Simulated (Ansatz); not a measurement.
# CH₃BSi: single points off equilibrium

An exercise on one series of results from a longer session: the logs are not shown, and one member is left open.

Method: single points in def2-TZVPP; program: Ansatz 0.2.0, Gaussian basis.

Correlated methods freeze the cores.

## The starting structure

SMILES `B1=C[SiH2]1`, 6 atoms, charge 0, spin multiplicity 1.

Atoms are counted from 1 here; the program's logs count them from 0.

Bond lengths: B1–C2 1.382 Å, B1–Si3 1.828 Å, C2–H4 1.099 Å, Si3–H5 1.501 Å, Si3–H6 1.516 Å. Angles: C2–B1–Si3 83.5°, B1–C2–H4 165.2°, B1–Si3–H5 127.0°, B1–Si3–H6 128.8°, H5–Si3–H6 103.8°.

Geometry (Å):

```xyz
6

B    -1.2612   -0.6002   -0.0297
C    -0.0842   -1.3222    0.0253
Si   -0.1345    0.8395   -0.0212
H     0.6750   -2.1170    0.0474
H     0.4141    1.5642   -1.2158
H     0.3271    1.6780    1.1544
```

Set-up of the first run:

Contents of run/in.yaml:

```yaml
crystal:
  periodic: [false, false, false]
  atoms:
    - {symbol: B, position_ang: [-1.261162, -0.600238, -0.029675]}
    - {symbol: C, position_ang: [-0.084238, -1.322211, 0.025270]}
    - {symbol: Si, position_ang: [-0.134460, 0.839475, -0.021200]}
    - {symbol: H, position_ang: [0.675029, -2.117023, 0.047437]}
    - {symbol: H, position_ang: [0.414062, 1.564201, -1.215802]}
    - {symbol: H, position_ang: [0.327088, 1.678036, 1.154353]}
basis:
  gaussian: {orbitals: def2-TZVPP}
hamiltonian: {xc: pbe, dispersion: d4}
output: {forces: true}
```

Started as:

```
> ansatz run in.yaml --threads 2 --pin off --events-out ev --progress --plain --max-ram 3481MiB
```

Among the steps run: PBE-D4/def2-TZVPP; r2SCAN-D4/def2-TZVPP; PBE0-D4/def2-TZVPP; wB97M-V/def2-TZVPP; CCSD(T)/def2-TZVPP.

One table of the session follows, with a row left open; its other results are not shown here.

```
   method  RMS force component (eV/Å)  angle to CCSD(T) forces (°)  dipole (D)
   PBE-D4                       0.425                         24.5        1.15
r2SCAN-D4                       0.539                         25.1        1.20
  PBE0-D4                           ?                            ?           ?
  wB97M-V                       0.680                         28.8        1.29
  CCSD(T)                       0.427                    reference        1.33
```

Q: Estimate the row for PBE0-D4 from the others.

The run gave: RMS force component (eV/Å): 0.591; angle to CCSD(T) forces (°): 29.5; dipole (D): 1.22. In the column «RMS force component (eV/Å)» it lies between r2SCAN-D4 (0.539) and wB97M-V (0.680).

To keep in mind: The reference is not at the basis limit: in triple zeta CCSD(T) underbinds, which counts against methods that bind more; the gaps are no ranking.
